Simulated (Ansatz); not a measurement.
Task: a composite energy at a relaxed geometry of H₃OSSi, SMILES O[SiH2][S], with Ansatz's Python interface. Give the script and its output. Use (for the species named): r2SCAN, def2-SVP basis, multiplicity 2.

```
atom    x (Å)    y (Å)    z (Å)
   O  -0.3408  -1.3101  -0.1468
  Si   0.3719   0.1664   0.1599
   S  -1.0548   1.6377  -0.4682
   H  -1.1970  -1.1190  -0.5442
   H   1.6189   0.2604  -0.6577
   H   0.6439   0.3007   1.6107
```

`h3ossi.py`:
```python
'''A composite energy for H3OSSi: DFT geometry, MP2 basis limit, coupled-cluster correction.'''

from dataclasses import dataclass

import ansatz
import numpy as np


@dataclass
class Settings:
    basis: str = 'def2-SVP'
    xc: str = 'r2SCAN'


opts = Settings()

mol = (
    ansatz.Crystal.molecule()
    .atom('O', (-0.3408, -1.3101, -0.1468))
    .atom('Si', (0.3719, 0.1664, 0.1599))
    .atom('S', (-1.0548, 1.6377, -0.4682))
    .atom('H', (-1.197, -1.119, -0.5442))
    .atom('H', (1.6189, 0.2604, -0.6577))
    .atom('H', (0.6439, 0.3007, 1.6107))
)

job = mol.calculation()
job = job.basis(gaussian=opts.basis)
job = job.functional(opts.xc).spin('collinear', total=1)
symbols = [site.symbol for site in mol.cartesian_sites]
start = np.array([site.position_ang for site in mol.cartesian_sites], dtype=float)
r = job.relax(force_tolerance=0.01).run().report
end = np.array(r['positions_ang'])
print('final positions (A) and the move of each atom')
for symbol, xyz, old in zip(symbols, end, start):
    print(f'{symbol:2s} {xyz[0]:10.5f} {xyz[1]:10.5f} {xyz[2]:10.5f}   {np.linalg.norm(xyz - old):7.4f}')

minimum = ansatz.Crystal.molecule()
for symbol, place in zip(symbols, end):
    minimum = minimum.atom(symbol, place.tolist())
at_minimum = minimum.calculation().spin('collinear', total=1)
# MP2 extrapolated to the basis limit, plus the small-basis difference CCSD(T) - MP2
level = lambda method, basis: at_minimum.basis(gaussian=basis).correlation(method).run().report
small, large, cluster = level('mp2', 'cc-pVDZ'), level('mp2', 'cc-pVTZ'), level('ccsd_t', 'cc-pVDZ')
corr = lambda each: (each['free_energy_ev'] - each['reference_energy_ev']) / 27.211386246
mp2_limit = (27 * corr(large) - 8 * corr(small)) / 19
pieces = {'HF / cc-pVTZ': large['reference_energy_ev'] / 27.211386246, 'MP2 correlation, DZ-TZ limit': mp2_limit, 'CCSD(T) - MP2 / cc-pVDZ': corr(cluster) - corr(small)}
for name, value in pieces.items():
    print(f'{name:32s} {value:14.6f} Ha')
print(f'{"sum":32s} {sum(pieces.values()):14.6f} Ha')
print('T1 diagnostic', round(cluster['correlation']['coupled_cluster']['t1_diagnostic'], 4))
```

```console
$ python h3ossi.py
final positions (A) and the move of each atom
O    -0.52578   -1.26730    0.07535    0.2922
Si    0.25570    0.19412    0.18459    0.1220
S    -0.86036    1.90235   -0.40567    0.3343
H    -0.94290   -1.47800   -0.76912    0.4940
H     1.43700    0.29075   -0.73622    0.2004
H     0.67843    0.29418    1.60476    0.0356
HF / cc-pVTZ                        -763.189683 Ha
MP2 correlation, DZ-TZ limit          -0.556023 Ha
CCSD(T) - MP2 / cc-pVDZ               -0.047120 Ha
sum                                 -763.792825 Ha
T1 diagnostic 0.0139
```

Total energies depend on the basis set; only differences at equal settings carry meaning. The sum leaves out core correlation, relativity, the Hartree-Fock basis error and zero-point energy; a DZ-TZ extrapolation is rough. The run takes the species as open-shell (spin multiplicity 2), which needn't be its ground state. Inner cores stay frozen, so this is valence correlation. For Al to Cl the sets with a tight d function, cc-pV(X+d)Z, are usual. An extrapolation from small basis sets is rough. Hardware and time: 2.4 min on 1 thread of Intel(R) Xeon(R) Platinum 8259CL CPU @ 2.50GHz (Skylake/Cascade Lake), with other jobs on the host, peak memory 0.37 GiB.
